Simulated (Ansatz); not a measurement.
Computed with DFT, revPBE, plane waves (420 eV) with PAW, scalar-relativistic in Ansatz. The PAW files were generated under PBE, with cores re-solved for the functional.

An element in the hcp structure gives this curve. The cell is scaled uniformly from the relaxed one, with fractional coordinates and shape fixed. Energies are extrapolated to zero smearing, pressures are those at the given smearing. Magnetic state: spin not included.

```csv
V (Å³/atom),E − E₀ (meV/atom),P (GPa)
29.123,41.3,3.91
30.446,16.4,2.26
31.770,3.6,0.99
33.094,0.0,0.01
34.418,3.6,-0.74
35.741,12.6,-1.33
37.065,25.9,-1.77
```

Which element is it?
A. thallium
B. tin
C. lutetium
D. indium

A. Its fit is V₀ = 33.04 Å³/atom, B₀ = 22 GPa, B₀′ = 5.4.

This functional, with no dispersion term, lets the cell expand far past the measured one.
